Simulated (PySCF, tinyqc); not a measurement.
Orbital energy against energy difference: ionisation energy by orbital energies and by energy differences in the 6-31g basis, for CH2, spin multiplicity 1. Computed by the program tinyqc with PySCF. 

Geometry (angstrom):

| atom | x | y | z |
|---|---|---|---|
| C | 0.0000 | 0.0000 | 0.0000 |
| H | 0.0000 | 0.9460 | 0.4390 |
| H | 0.0000 | -0.9460 | 0.4390 |

CCSD(T) difference in the same basis = 8.5757 eV

IP-EOM-CCSD = 8.5358 eV

The cation is unrestricted; errors are against CCSD(T) in this basis, not against experiment.

First vertical ionisation energy (eV):

| method | -e(HOMO) | E(cation) - E | error of -e(HOMO) | error of the difference |
|---|---|---|---|---|
| HF | 9.195 | 7.84615 | 0.619 | -0.730 |
| LDA | 4.515 | 7.27196 | -4.060 | -1.304 |
| PBE | 4.680 | 8.95788 | -3.896 | 0.382 |
| B3LYP | 5.171 | 9.12595 | -3.405 | 0.550 |
| PBE0 | 5.439 | 8.98319 | -3.137 | 0.407 |
| CAM-B3LYP | 6.920 | 9.11493 | -1.656 | 0.539 |
| LC-wPBE | 8.459 | 9.09210 | -0.117 | 0.516 |

Koopmans errs by +0.62 eV and Delta-HF by -0.73 eV: relaxation, 1.35 eV, lowers the value and the missing correlation difference works against it. The PBE level is off by -3.9 eV through the wrong tail of its potential, though its energy difference is off by +0.38 eV; exact exchange deepens the level, and among the orbital energies LC-wPBE comes closest; among the differences PBE does. The restricted reference is unstable here: a spin-polarised solution lies 0.0373 hartree lower (PySCF), so results built on it describe a poor reference.
